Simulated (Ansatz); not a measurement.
A calculation on rhombohedral A7 Sb returned lattice constant a 4.195 Å, lattice parameter c 23.882 Å.

For reference: lattice constant a 4.301 Å (measured, 78 K, zero-point motion not removed; as tabulated in Schiferl, Barrett, J. Appl. Cryst. 2, 30 (1969), COD 9009654); lattice parameter c 11.232 Å (measured, 78 K, zero-point motion not removed; as tabulated in Schiferl, Barrett, J. Appl. Cryst. 2, 30 (1969), COD 9009654).

Q: Which level of theory produced these numbers?
A) r²SCAN0 (Ansatz (a program for electronic structure))
B) PBE-D4 (Ansatz)
C) r²SCAN+SOC (Ansatz)
D) Hartree–Fock (Ansatz)

A: D, Hartree–Fock (Ansatz)

The others give: PBE-D4 4.322 Å, 11.041 Å; r²SCAN0 4.285 Å, 11.954 Å; r²SCAN+SOC 4.343 Å, 11.626 Å.

Unless a cell is named, each level is at its own relaxed cell (Hartree–Fock 60.66, PBE-D4 29.77, r²SCAN+SOC 31.66, r²SCAN0 31.68 Å³/atom).

Caveats: the cell comes from a level without a dispersion term, which matters for the spacing of layers, chains or molecules (r²SCAN0, r²SCAN+SOC, Hartree–Fock). Ansatz's density-functional and Hartree–Fock values are scalar-relativistic unless marked +SOC, with PAW data made under PBE.
